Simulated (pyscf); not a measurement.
## Substitution at Si: H₃C–SiH₂–Cl + H• -> CH₃• + H₃Si–Cl

Gas phase, doublet surface, charge 0. Bonds broken: C1–Si2. Bonds formed: Si2–H9. Single points on ωB97X-D3(BJ)/def2-SVP structures (PySCF, gas phase).

Transition state (Å):

```xyz
9

C     -1.7548    -0.6024     0.1063
Si    -0.3150     0.3610    -0.9459
Cl     0.1375    -1.1860    -2.2670
H     -2.5313    -0.8711    -0.6222
H     -1.2596    -1.4875     0.5280
H     -2.1400     0.0643     0.8895
H      0.5084     0.3660     0.3299
H     -1.4319     1.2913    -1.4060
H      0.6584     1.4397    -1.4951
```

One imaginary mode, 523i cm⁻¹; descent along it reached the two sides named.

| bond | change | reactant side (Å) | saddle | product side |
|---|---|---|---|---|
| C1–Si2 | breaks | 1.866 | 2.027 | 3.4 |
| Si2–H9 | forms | 3.8 | 1.553 | 1.487 |

Electronic energies relative to the separated reactants (eV):

```
level                   barrier  reaction energy  reverse barrier
----------------------  -------  ---------------  ---------------
ωB97X-D3(BJ)/def2-TZVP     0.67            +0.06             0.62
PBE/def2-TZVP              0.30            +0.03             0.27
r²SCAN/def2-TZVP           0.30            -0.15             0.46
B3LYP-D3(BJ)/def2-TZVP     0.42            -0.16             0.58
PBE0-D3(BJ)/def2-TZVP      0.49            +0.04             0.45
M06-2X/def2-TZVP           0.68            +0.02             0.66
ωB97M-D3(BJ)/def2-TZVP     0.66            -0.01             0.67
HF/def2-TZVP               1.54            -0.34             1.88
```

With ωB97M-D3(BJ)/def2-TZVP energies and thermal terms (ideal gas, 1 atm, RRHO with modes under 100 cm⁻¹ raised to 100, one conformer, R ln 2 for chiral ones without a mode under 150 cm⁻¹), in eV:

| T (K) | ΔH‡ | ΔG‡ | ΔH | ΔG |
|---|---|---|---|---|
| 298 | 0.69 | 0.97 | +0.01 | -0.10 |
| 600 | 0.66 | 1.27 | -0.02 | -0.19 |
| 900 | 0.64 | 1.57 | -0.07 | -0.27 |
| 1200 | 0.62 | 1.89 | -0.11 | -0.32 |

The same reactants have a lower exit, to H₃C–SiH•–Cl + H₂ (barrier +0.21 eV at ωB97M-D3(BJ)/def2-TZVP, against +0.66 eV here). One saddle was located; it need not be the lowest between these sides. The angle at the attacked Si is 163°.
